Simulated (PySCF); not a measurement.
PySCF job for Al(F)3 anion (AlF₃), SMILES [F][Al]([F])[F] (connectivity only; charge and spin as stated), charge -1, multiplicity 2, C-PCM-M06-2X/def2-SVPD. Geometry: TPSSh-D3(BJ)/def2-SVPD. A frequency run showed that this geometry is not a minimum. The spin state was assumed, not searched. The isomer is the one that the SMILES or the coordinates give; other isomers of the formula were not compared.

```python
import numpy as np
from pyscf import gto, scf, dft
from pyscf.solvent import pcm

mol = gto.M(
    atom='''
    Al   -0.00000000   -0.00000000    0.00000000
    F    -1.72295178    0.00000000   -0.00000000
    F     0.86147590   -1.49212001   -0.00000000
    F     0.86147589    1.49212001   -0.00000000
    ''',
    basis='def2-SVPD',
    charge=-1,
    spin=1,
    max_memory=1600,
    verbose=3,
)
mf = dft.UKS(mol, xc='m06-2x').density_fit(auxbasis='def2-universal-jkfit')
mf.grids.level = 4
mf.conv_tol = 1e-9
mf.max_cycle = 100
mf.kernel()
fine, coarse = mf.grids, dft.Grids(mol).set(level=1).build(with_non0tab=True)
for _ in range(3):  # follow internal instabilities
    mf.grids = coarse
    mo, _, stable, _ = mf.stability(return_status=True, nroots=4)
    mf.grids = fine
    if stable:
        break
    mf.kernel(mf.make_rdm1(mo, mf.mo_occ))
res = {}
for name, eps in {'water': 78.355, 'dichloromethane': 8.93, 'tetrahydrofuran': 7.4257}.items():
    s = mf.PCM()
    s.with_solvent.method, s.with_solvent.eps, s.with_solvent.lebedev_order = 'C-PCM', eps, 29
    s.kernel(mf.make_rdm1())
    res[name] = (s.e_tot, eps, s.dip_moment(), s.mo_energy, s.converged)
    print(f'{name}: electrostatic solvation free energy {(s.e_tot - mf.e_tot) * 627.509474:.3f} kcal/mol')
```

Program output:

```

WARN: HOMO -0.127792295323718 >= LUMO -0.127792295323719

converged SCF energy = -541.788504426523  <S^2> = 0.75216294  2S+1 = 2.0021618
<class 'pyscf.df.df_jk.DFUKS'> wavefunction is stable in the internal stability analysis

WARN: PCM is an experimental feature. It is still in testing.
Features and APIs may be changed in the future.

converged SCF energy = -541.873158740782  <S^2> = 0.75221545  2S+1 = 2.0022142

WARN: System has nonzero charge -1; the dipole moment is origin-dependent.
Location of origin: [0. 0. 0.]

Dipole moment(X, Y, Z, Debye): -0.00011,  0.00000, -0.00000
water: electrostatic solvation free energy -53.121 kcal/mol

WARN: PCM is an experimental feature. It is still in testing.
Features and APIs may be changed in the future.

converged SCF energy = -541.864441128648  <S^2> = 0.75221554  2S+1 = 2.0022143

WARN: System has nonzero charge -1; the dipole moment is origin-dependent.
Location of origin: [0. 0. 0.]

Dipole moment(X, Y, Z, Debye): -0.00017,  0.00000, -0.00000
dichloromethane: electrostatic solvation free energy -47.651 kcal/mol

WARN: PCM is an experimental feature. It is still in testing.
Features and APIs may be changed in the future.

converged SCF energy = -541.86245349119  <S^2> = 0.75221541  2S+1 = 2.0022142

WARN: System has nonzero charge -1; the dipole moment is origin-dependent.
Location of origin: [0. 0. 0.]

Dipole moment(X, Y, Z, Debye): -0.00018,  0.00000, -0.00000
tetrahydrofuran: electrostatic solvation free energy -46.404 kcal/mol
```

The run converged.

Cost: roughly 70 core-seconds.
